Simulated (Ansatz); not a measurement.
# AlH₃O: one species, many methods

Aim: compute AlH₃O with functionals from several rungs and with coupled cluster. The yardstick is the atomisation energy at the CCSD(T) limit.

The runs use Ansatz 0.2.0, Gaussian basis; functionals in def2-TZVPP, the program's frozen cores in correlated methods.

Plan: LDA (SPW92), PBE-D4, revPBE-D4, BLYP-D4, r2SCAN-D4, B97M-V, PBE0-D4, B3LYP-D4, r2SCANh-D4, r2SCAN0-D4, HSE06-D4, BHLYP-D4, CAM-B3LYP-D4, LC-ωPBE, ωB97X-V, ωB97M-V, B2PLYP, PBE-QIDH; CCSD(T)/def2-SVP; CCSD(T)/def2-TZVPP; CCSD(T)/def2-QZVPP; extrapolation to the limit; RPA on PBE.

### 1 The relaxed structure

All runs share one geometry, relaxed beforehand with PBE0-D4 in a triple-zeta def2 set.

SMILES `[OH][AlH2]`, 5 atoms, charge 0, spin multiplicity 1.

Atoms are counted from 1 here; the program's logs count them from 0.

Bond lengths: O1–Al2 1.696 Å, O1–H3 0.956 Å, Al2–H4 1.585 Å, Al2–H5 1.577 Å. Angles: Al2–O1–H3 123.4°, O1–Al2–H4 119.7°, O1–Al2–H5 116.0°, H4–Al2–H5 124.4°.

### 2 LDA

This LDA is Slater exchange with PW92 correlation.

in.yaml

```yaml
crystal:
  periodic: [false, false, false]
  atoms:
    - {symbol: O, position_ang: [0.654851, -0.706885, 0.756677]}
    - {symbol: Al, position_ang: [-0.157872, 0.423789, -0.210842]}
    - {symbol: H, position_ang: [0.557410, -1.652202, 0.656199]}
    - {symbol: H, position_ang: [-1.137027, -0.078936, -1.351190]}
    - {symbol: H, position_ang: [0.132638, 1.940633, 0.107656]}
basis:
  gaussian: {orbitals: def2-TZVPP}
hamiltonian: {xc: lda}
output: {orbitals: {seedname: orbitals}}
```

The run is started by

```bash
$ ansatz run in.yaml --threads 2 --pin off --events-out ev --progress --plain --max-ram 32768MiB --backend cpu
```

Further steps of the session: PBE-D4 (GGA); revPBE-D4 (GGA); BLYP-D4 (GGA); r2SCAN-D4 (meta-GGA); B97M-V (meta-GGA); PBE0-D4 (hybrid); B3LYP-D4 (hybrid); r2SCANh-D4 (hybrid); r2SCAN0-D4 (hybrid); HSE06-D4 (hybrid); BHLYP-D4 (hybrid); CAM-B3LYP-D4 (range-separated); LC-ωPBE (range-separated); ωB97X-V (range-separated); ωB97M-V (range-separated); B2PLYP (double hybrid); PBE-QIDH (double hybrid); CCSD(T) in def2-SVP; CCSD(T) in def2-TZVPP; CCSD(T) in def2-QZVPP; RPA on PBE orbitals.

**Question.** What will the summary of the whole plan be? Wanted: atomisation energy, CCSD(T)/CBS; farthest beyond LDA; mean size of error, GGA; mean size of error, meta-GGA; mean size of error, hybrid; mean size of error, range-separated; mean size of error, double hybrid; gap, smallest and largest; T1 diagnostic.

**Answer**, as computed:

| quantity | value |
| --- | --- |
| atomisation energy, CCSD(T)/CBS | 15.952 eV |
| functionals within 0.080 eV (0.5 %) | CAM-B3LYP-D4 |
| farthest beyond LDA | BHLYP-D4 (-0.630 eV) |
| mean size of error, GGA | 0.358 eV |
| mean size of error, meta-GGA | 0.116 eV |
| mean size of error, hybrid | 0.432 eV |
| mean size of error, range-separated | 0.127 eV |
| mean size of error, double hybrid | 0.370 eV |
| gap, smallest and largest | 5.11 eV (LDA (SPW92)), 12.22 eV (LC-ωPBE) |
| T1 diagnostic | 0.0124 |
| triples share of the correlation energy | 2.9 % |

In words: The LDA atomisation energy is off by 1.676 eV (11 %): it overbinds. PBE-D4 is off by -0.269 eV. Double hybrids carry the basis error of their MP2 part in triple zeta, and no dispersion term here, so their miss is partly the set-up's. Taken by rung, meta-GGA functionals do best (0.116 eV on average) and hybrid ones worst beyond LDA (0.432 eV). The gap between the best rungs is small, so their order is not settled. The mean of the hybrids holds BHLYP, with half exact exchange. The reference freezes the cores and leaves out relativity and excitations past (T), so misses under about 0.080 eV can't be ranked. Hartree-Fock recovers 72 % of the binding; the rest is correlation. CCSD(T) in def2-SVP is off by -1.160 eV, so the small basis spoils what the method gains. Orbital gaps span 5.1 to 12.2 eV; exact exchange widens them.
